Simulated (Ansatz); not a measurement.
## OH⁻ ··· NH3

The pair of OH⁻ (SMILES [OH-], atoms 1–2) and NH3 (SMILES N, atoms 3–6), both closed shells, in one local arrangement (a lower one may exist), relaxed at PBE0-D4/def2-TZVPD:

O1  (-0.400, 0.188, -1.589)
H2  (0.326, -0.061, -2.169)
N3  (0.306, -0.138, 1.008)
H4  (0.121, 0.775, 1.416)
H5  (0.075, -0.026, -0.043)
H6  (-0.428, -0.737, 1.376)
(Å)

Ansatz 0.2.0; basis: def2-TZVPPD, with def2-QZVPPD for the basis limit; cores frozen in the correlated methods. B3LYP uses VWN-RPA correlation. Extrapolation: Hartree–Fock as exp(−7.88 √X), correlation as X^−2.97. Interaction energies count from these two fragments, frozen as in the pair, with the counterpoise correction; negative means bound.

Q: What is the interaction energy by CCSD(T) at an estimated basis limit (MP2 extrapolated from triple and quadruple zeta, plus CCSD(T) − MP2 in triple zeta)? (Judge from chemistry; the value comes from the calculation.)

A: By the calculation: -72.7 kJ/mol. Hartree–Fock alone gives -61.0 kJ/mol at the basis limit. It counts from the two fragments frozen as in the pair.

The same quantity by other methods in triple zeta, and each one's difference from that estimate:
| method | E_int (kJ/mol) | difference |
| --- | --- | --- |
| PBE-D4 | -77.3 | -4.5 |
| revPBE-D4 | -72.2 | 0.5 |
| BLYP-D4 | -71.1 | 1.7 |
| r2SCAN-D4 | -78.2 | -5.5 |
| B97M-V | -70.5 | 2.2 |
| PBE0-D4 | -78.9 | -6.2 |
| B3LYP-D4 | -74.5 | -1.8 |
| HSE06-D4 | -79.0 | -6.2 |
| wB97X-V | -73.1 | -0.4 |
| wB97M-V | -73.2 | -0.4 |
| B2PLYP | -69.0 | 3.7 |
| HF | -60.5 | 12.2 |
| MP2 | -67.7 | 5.0 |
| CCSD | -67.0 | 5.7 |
| CCSD(T) | -68.3 | 4.4 |
Differences are method less estimate.

Q: Which atoms make the shortest contact between the fragments?

A: O1 and H5, 1.63 Å apart.

Energy to bend the free fragments (PBE0-D4 minima) into their shapes in the pair, CCSD(T)/def2-TZVPPD: OH⁻ 0.0 kJ/mol; NH3 8.2 kJ/mol. This must be added to the interaction energy to get the binding energy from relaxed fragments.

Basis-set superposition shift (counterpoise-corrected less uncorrected): CCSD(T) 4.0; MP2 4.0; HF 0.2; PBE0-D4 0.6; wB97M-V 0.5 kJ/mol.

The T1 diagnostic stays at or below 0.025.

For scale, one of the runs: CCSD(T)/def2-TZVPPD, 145 basis functions, launched by `ansatz run in.yaml --threads 2 --pin off --events-out ev --progress --plain --max-ram 5222MiB`. Time: 5.5 s of wall clock on 2 CPU threads; the host was shared. Peak host memory: 1.1 GiB.
